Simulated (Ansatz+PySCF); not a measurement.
A calculation with Ansatz (development build ahead of 0.2.0).

```yaml
crystal:
  periodic: [false, false, false]
  atoms:
    - { symbol: "N", position_ang: [0.04024, -0.02141, -0.5954] }
    - { symbol: "N", position_ang: [0.03525, 0.00485, 0.65097] }
    - { symbol: H, position_ang: [-0.02119, 0.98401, -0.87039] }
    - { symbol: H, position_ang: [0.03636, -0.96288, 0.90418] }
basis:
  gaussian: { orbitals: def2-SVP }
hamiltonian:
  xc: { name: wB97X }
scf:
  omitted_lower_state_checks: [stability, starts, atomic_configurations, cluster_reference, orbital_swaps, given_window_search, neighbouring_geometries, increment]
output:
  forces: true
```

The input is written out in the form of the current development build from the run's settings.

The run gave:

```
Converged                       : yes
Total energy                    : -110.52136 hartree
Spin squared of the determinant : 0.000
```

Forces (eV/Å):
```json
{"atom": "N1", "Fx": "-0.232", "Fy": "0.944", "Fz": "0.956"}
{"atom": "N2", "Fx": "-0.174", "Fy": "0.848", "Fz": "-1.511"}
{"atom": "H3", "Fx": "0.210", "Fy": "-0.316", "Fz": "-0.261"}
{"atom": "H4", "Fx": "0.197", "Fy": "-1.477", "Fz": "0.816"}
```
